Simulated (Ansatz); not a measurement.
# C2H4FNO: how energies converge with the basis set

How large a basis does C2H4FNO need? Two functionals are run in growing sets.

Method: one geometry, several basis sets; program: Ansatz 0.2.0, Gaussian basis.

Plan: PBE0-D4/def2-SVP; ωB97M-V/def2-SVP; PBE0-D4/def2-QZVPP; ωB97M-V/def2-QZVPP; the functionals' def2-TZVPP values are taken from earlier runs.

## 1. The relaxed structure

An earlier PBE0-D4 in a triple-zeta def2 set relaxation fixed the geometry.

SMILES `N/C(F)=C\O`, 9 atoms, charge 0, spin multiplicity 1.

Atoms are counted from 1 here; the program's logs count them from 0.

Bond lengths: N1–C2 1.390 Å, N1–H6 1.013 Å, N1–H7 1.013 Å, C2–F3 1.357 Å, C2–C4 1.327 Å, C4–O5 1.350 Å, C4–H8 1.081 Å, O5–H9 0.968 Å. Angles: C2–N1–H6 113.1°, C2–N1–H7 113.1°, H6–N1–H7 108.9°, N1–C2–F3 117.3°, N1–C2–C4 122.8°, F3–C2–C4 119.8°, C2–C4–O5 123.2°, C2–C4–H8 122.3°, O5–C4–H8 114.5°, C4–O5–H9 106.2°.

## 2. PBE0-D4 in def2-SVP

The input, in.yaml:

```yaml
crystal:
  periodic: [false, false, false]
  atoms:
    - {symbol: N, position_ang: [0.308573, 1.167209, -0.253075]}
    - {symbol: C, position_ang: [0.565269, -0.187900, -0.077324]}
    - {symbol: F, position_ang: [1.843914, -0.607542, -0.251256]}
    - {symbol: C, position_ang: [-0.378492, -1.062436, 0.247314]}
    - {symbol: O, position_ang: [-1.670366, -0.719863, 0.436565]}
    - {symbol: H, position_ang: [0.502942, 1.489174, -1.193888]}
    - {symbol: H, position_ang: [0.807546, 1.754285, 0.404905]}
    - {symbol: H, position_ang: [-0.169938, -2.114905, 0.382001]}
    - {symbol: H, position_ang: [-1.721046, 0.235777, 0.287657]}
basis:
  gaussian: {orbitals: def2-SVP}
hamiltonian: {xc: pbe0, dispersion: d4}
output: {orbitals: {seedname: orbitals}}
```

Started as:

```bash
$ ansatz run in.yaml --threads 2 --pin off --events-out ev --progress --plain --max-ram 4352MiB
```

Further steps of the session: ωB97M-V in def2-SVP; PBE0-D4 in def2-QZVPP; ωB97M-V in def2-QZVPP.

Before running them: what should the planned runs give, taken together? Wanted: PBE0-D4: double and triple zeta above quadruple; ωB97M-V: double and triple zeta above quadruple.

As calculated:

| quantity | value |
| --- | --- |
| PBE0-D4: double and triple zeta above quadruple | 10.37, 0.46 eV |
| ωB97M-V: double and triple zeta above quadruple | 10.63, 0.43 eV |

What this shows: For PBE0-D4 the step from double to triple zeta gains 9.91 eV and the next only 0.46 eV. Total energies overstate the basis error of differences, where much of it tends to cancel. The LUMO of ωB97M-V is positive and keeps falling with the basis (3.21 to 1.50 eV): an unbound level that the basis holds in place.
